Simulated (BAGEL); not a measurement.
# Si2NH6 (SMILES [SiH3][N][SiH3]): UHF/cc-pVDZ (density fitting with qzvpp-jkfit)

What is the energy change on altering one bond length of Si2NH6 at UHF/cc-pVDZ (density fitting with qzvpp-jkfit)? 

The results are computed with BAGEL 1.2.2.

3 further runs of the same task are left out: 1 that didn't finish, 2 set aside as unsound or not needed.

## Step 1: The structure to begin with

Si2NH6: 9 atoms, total charge 0, spin state doublet. As SMILES, `[SiH3][N][SiH3]`. Geometry: relaxed at PBE0-D4/def2-TZVP.

Bond lengths: Si1–N2 1.720 Å, N2–Si3 1.720 Å, Si1–H4 1.490 Å, Si1–H5 1.490 Å, Si1–H6 1.486 Å, Si3–H7 1.490 Å, Si3–H8 1.490 Å, Si3–H9 1.486 Å. Some angles: Si1–N2–Si3 137.8°, N2–Si1–H4 115.3°, N2–Si1–H5 105.5°, N2–Si1–H6 108.5°, N2–Si3–H7 105.6°, N2–Si3–H8 115.3°, N2–Si3–H9 108.4°, H4–Si1–H5 109.0°, H4–Si1–H6 108.9°, H5–Si1–H6 109.5°.

## Step 2: A single-point energy at UHF/cc-pVDZ (density fitting with qzvpp-jkfit)

Input file input.json:

```json
{ "bagel" : [

{
  "title" : "molecule",
  "basis" : "cc-pvdz.json",
  "df_basis" : "qzvpp-jkfit",
  "angstrom" : "true",
  "geometry" : [
    { "atom" : "Si", "xyz" : [   -0.774000,    1.094500,   -0.884000 ] },
    { "atom" : "N", "xyz" : [    0.224400,    0.477800,    0.374000 ] },
    { "atom" : "Si", "xyz" : [    0.765200,   -1.055200,    0.937300 ] },
    { "atom" : "H", "xyz" : [   -1.664400,    0.094300,   -1.538200 ] },
    { "atom" : "H", "xyz" : [    0.163300,    1.647100,   -1.901700 ] },
    { "atom" : "H", "xyz" : [   -1.607900,    2.192700,   -0.329500 ] },
    { "atom" : "H", "xyz" : [    2.187500,   -1.161100,    0.507000 ] },
    { "atom" : "H", "xyz" : [    0.011800,   -2.229300,    0.412900 ] },
    { "atom" : "H", "xyz" : [    0.694200,   -1.060900,    2.422000 ] }
  ]
},
{ "title" : "uhf", "nopen" : 1 },
{ "title" : "print", "file" : "orbitals.molden", "orbitals" : "true" }

]}
```

The basis set cc-pVDZ is read from a file made from the Basis Set Exchange's data (not shown).

Started as:

```sh
BAGEL_NUM_THREADS=1 BAGEL input.json > input.out
```

Log:

```text
* using 1 threads per process

  ===============================================================
  ===============================================================

  *** Geometry ***

  { "atom" : "Si", "xyz" : [     -1.462648,      2.068305,     -1.670518 ] },
  { "atom" : "N", "xyz" : [      0.424055,      0.902911,      0.706758 ] },
  { "atom" : "Si", "xyz" : [      1.446018,     -1.994039,      1.771240 ] },
  { "atom" : "H", "xyz" : [     -3.145260,      0.178201,     -2.906777 ] },
  { "atom" : "H", "xyz" : [      0.308592,      3.112568,     -3.593692 ] },
  { "atom" : "H", "xyz" : [     -3.038491,      4.143602,     -0.622665 ] },
  { "atom" : "H", "xyz" : [      4.133776,     -2.194161,      0.958091 ] },
  { "atom" : "H", "xyz" : [      0.022299,     -4.212766,      0.780268 ] },
  { "atom" : "H", "xyz" : [      1.311848,     -2.004810,      4.576917 ] },

  Number of auxiliary basis functions:      441

  Since a DF basis is specified, we compute 2- and 3-index integrals:
    o Being stored without compression. Storage requirement is 0.023 GB

  Number of basis functions:       80
  Number of electrons      :       41

    * METHOD: MOLECULE                             0.16

  *** Open-shell HF ***

  === Nuclear Repulsion ===
   144.5781297472

      * DIIS with orbital gradients will be used.

  === UHF iteration (cc-pvdz.json) ===
      0       -635.48335622          0.03460334           0.10
      1       -635.63331207          0.02792535           0.09
      2       -635.72120261          0.01691672           0.09
      3       -635.77848163          0.00277015           0.09
      4       -635.78215982          0.00073482           0.09
      5       -635.78245988          0.00013674           0.09
      6       -635.78251476          0.00004438           0.09
      7       -635.78253022          0.00003056           0.09
      8       -635.78253632          0.00002586           0.09
      9       -635.78253853          0.00002291           0.09
     10       -635.78254010          0.00001826           0.09
     11       -635.78254211          0.00001189           0.09
     12       -635.78254366          0.00000485           0.09
     13       -635.78254392          0.00000136           0.09
     14       -635.78254394          0.00000068           0.09
     15       -635.78254395          0.00000040           0.09
     16       -635.78254395          0.00000021           0.09
     17       -635.78254395          0.00000009           0.09
     18       -635.78254395          0.00000006           0.09
     19       -635.78254395          0.00000005           0.09
     20       -635.78254395          0.00000005           0.09
     21       -635.78254395          0.00000003           0.09
     22       -635.78254395          0.00000002           0.09
     23       -635.78254395          0.00000001           0.09
     24       -635.78254395          0.00000000           0.09
    * SCF iteration converged.

    * S^2 (UHF) is 0.7596

    * Permanent dipole moment:
           (    0.152128,     0.214399,     0.125709) a.u.

    * METHOD: UHF                                  2.37

    * METHOD: PRINT                                0.01

  ===============================================================
```

Run time: 2.7 s. Hardware: 1 thread of Arm Neoverse V2, shared host; peak memory 0.1 GiB.

## Step 3: The distorted shape at the same level

Input file job.json:

```json
{ "bagel": [

{
  "title": "molecule",
  "basis": "cc-pvdz.json",
  "df_basis": "qzvpp-jkfit",
  "angstrom": true,
  "geometry": [
    { "atom": "Si", "xyz": [      -0.328829,       1.594567,      -0.556921 ] },
    { "atom": "N", "xyz": [       0.669571,       0.977867,       0.701079 ] },
    { "atom": "Si", "xyz": [       1.210371,      -0.555133,       1.264379 ] },
    { "atom": "H", "xyz": [      -1.664400,       0.094300,      -1.538200 ] },
    { "atom": "H", "xyz": [       0.608471,       2.147167,      -1.574621 ] },
    { "atom": "H", "xyz": [      -1.162729,       2.692767,      -0.002421 ] },
    { "atom": "H", "xyz": [       2.632671,      -0.661033,       0.834079 ] },
    { "atom": "H", "xyz": [       0.456971,      -1.729233,       0.739979 ] },
    { "atom": "H", "xyz": [       1.139371,      -0.560833,       2.749079 ] }
  ]
},

{
  "title": "uhf",
  "nopen": 1
},

{
  "title": "print",
  "file": "orbitals.molden",
  "orbitals": true
}

]}
```

The basis set cc-pVDZ is read from a file made from the Basis Set Exchange's data (not shown).

Started as:

```sh
BAGEL_NUM_THREADS=1 BAGEL job.json > job.out
```

Log:

```text
* using 1 threads per process

  ===============================================================
  ===============================================================

  *** Geometry ***

  { "atom" : "Si", "xyz" : [     -0.621397,      3.013295,     -1.052428 ] },
  { "atom" : "N", "xyz" : [      1.265306,      1.847901,      1.324847 ] },
  { "atom" : "Si", "xyz" : [      2.287270,     -1.049049,      2.389330 ] },
  { "atom" : "H", "xyz" : [     -3.145260,      0.178201,     -2.906777 ] },
  { "atom" : "H", "xyz" : [      1.149844,      4.057558,     -2.975602 ] },
  { "atom" : "H", "xyz" : [     -2.197239,      5.088592,     -0.004575 ] },
  { "atom" : "H", "xyz" : [      4.975027,     -1.249171,      1.576181 ] },
  { "atom" : "H", "xyz" : [      0.863550,     -3.267777,      1.398358 ] },
  { "atom" : "H", "xyz" : [      2.153099,     -1.059821,      5.195006 ] },

  Number of auxiliary basis functions:      441

  Since a DF basis is specified, we compute 2- and 3-index integrals:
    o Being stored without compression. Storage requirement is 0.023 GB

  Number of basis functions:       80
  Number of electrons      :       41

    * METHOD: MOLECULE                             0.16

  *** Open-shell HF ***

  === Nuclear Repulsion ===
   142.3399515821

      * DIIS with orbital gradients will be used.

  === UHF iteration (cc-pvdz.json) ===
      0       -635.25733668          0.03983604           0.09
      1       -634.87943391          0.06862200           0.09
      2       -634.61810283          0.06662820           0.09
      3       -635.62487633          0.01338963           0.09
      4       -635.68480820          0.00442366           0.09
      5       -635.69692030          0.00232091           0.09
      6       -635.70129934          0.00062334           0.09
      7       -635.70152061          0.00041373           0.09
      8       -635.70175635          0.00037123           0.09
      9       -635.70222630          0.00031110           0.09
[... 28 lines of this table left out ...]
     38       -635.70334055          0.00000002           0.09
     39       -635.70334055          0.00000001           0.09
     40       -635.70334055          0.00000001           0.09
     41       -635.70334055          0.00000001           0.09
    * SCF iteration converged.

    * S^2 (UHF) is 0.8693

    * Permanent dipole moment:
           (   -0.237211,    -0.102538,    -0.158316) a.u.

    * METHOD: UHF                                  3.95

    * METHOD: PRINT                                0.01

  ===============================================================
```

It took 4.5 s on 1 thread of Arm Neoverse V2, shared host; peak memory 0.1 GiB.

## Step 4: Outcome

At UHF/cc-pVDZ (density fitting with qzvpp-jkfit):

| quantity | value |
| --- | --- |
| first shape: total energy | -635.78254 Eh |
| first shape: dipole moment | 0.74 D |
| first shape: ⟨S²⟩ | 0.760 |
| distorted shape: total energy | -635.70334 Eh |
| distorted shape: dipole moment | 0.77 D |
| distorted shape: ⟨S²⟩ | 0.869 |
| energy change with the Si1–H4 bond stretched from 1.490 to 2.235 Å | 2.155 eV |

What this shows: With the Si1–H4 bond stretched from 1.490 to 2.235 Å the energy rises by 2.16 eV (208 kJ/mol). The first shape isn't relaxed at this level, so the change isn't measured from a minimum. ⟨S²⟩ (distorted shape) is 0.87 where a pure doublet has 0.75: the reference is spin-contaminated.
